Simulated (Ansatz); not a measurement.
Job for Ansatz (a program for electronic structure): R-r2SCAN/def2-TZVPP on phosphine (SMILES P), atoms moved off the minimum.

Ansatz 0.2 input:
```yaml
crystal:
  periodic: [false, false, false]
  atoms:
    - {symbol: P, position_ang: [0.02564432, -0.03193804, 0.07740859]}
    - {symbol: H, position_ang: [-0.72215478, 1.08912898, -0.58572662]}
    - {symbol: H, position_ang: [1.12886646, -0.13120800, -0.62948446]}
    - {symbol: H, position_ang: [-0.89143640, -1.09588908, -0.49252742]}
basis:
  gaussian:
    orbitals: def2-TZVPP
hamiltonian:
  xc: {name: r2SCAN}
scf: {lower_state_search: off}
output: {forces: true}
```

Program output:

```
WARN ansatz: RAYON_NUM_THREADS=1 ignored (pool sized by the plan → 1); use --threads N
Functional definition: r2SCAN
these checks for a lower state are left out or cut short: stability, starts, cluster_reference, orbital_swaps, neighbouring_geometries, increment
integrals: 0.01 GiB planned
464 factors; their error is unknown
mean field: 0.16 GiB planned
mean field evaluation 1: about -9335.8115 eV, gradient 1.3e1 eV
mean field evaluation 2: about -9336.0037 eV, gradient 1.2e1 eV
mean field evaluation 4: about -9336.3590 eV, gradient 6.4e-1 eV
mean field evaluation 8: about -9336.3446 eV, gradient 7.8e-3 eV
mean field evaluation 16: about -9336.3446 eV, gradient 1.2e-5 eV
mean field -9336.34460998 eV, -343.1043360150 hartree, gradient 1.5e-6 eV, S^2 0.000000; 0 other end points of the search recorded, 0 dependent functions left out
the calculation of the forces begins
reference -9336.34461839 eV, -343.1043363241 hartree; 9, 9 occupied and 75, 75 virtual orbitals, 464 factors
Total energy: -9336.34461839 eV, -343.1043363241 hartree
Atom 0 at     0.025644    -0.031938     0.077409 Å, force    -4.355626     0.266885     1.546302 eV/Å
Atom 1 at    -0.722155     1.089129    -0.585727 Å, force     1.102277    -1.121137     0.321994 eV/Å
Atom 2 at     1.128866    -0.131208    -0.629484 Å, force     1.858722    -0.241336    -2.134490 eV/Å
Atom 3 at    -0.891436    -1.095889    -0.492527 Å, force     1.394628     1.095588     0.266194 eV/Å
Dipole moment:     0.023682    -0.007808    -0.171306 e Å
Checks for a lower state left out: stability, starts, cluster_reference, orbital_swaps, neighbouring_geometries, increment
```

The calculation finished and met its thresholds.

Cost: around 1.2 core-seconds (rough).
